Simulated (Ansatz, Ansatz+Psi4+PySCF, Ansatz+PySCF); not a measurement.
```xyz
4

C     0.0000    0.0000    0.0000
H     0.0000    0.0000    1.0956
H     0.0000    0.9488   -0.5478
H     0.0000   -0.9488   -0.5478
```

Basis set: cc-pVTZ (spherical functions). Left uncorrelated: 1 orbital. Correlation on ROHF uses semicanonical orbitals with singles. Charge 0, multiplicity 2.

Computed with Ansatz (development build ahead of 0.2.0); each method stands on the lowest determinant of its kind that the runs found.

Task: Give the atomization energy at this shape (free ground-state atoms in the same class of orbitals less the molecule, no zero-point energy) of doublet CH3 by ROHF-CCSD(T), ROHF-MP2, ROHF.

Result:

```
      method  atomization energy
ROHF-CCSD(T)            13.07 eV
    ROHF-MP2            12.99 eV
        ROHF            10.49 eV
```
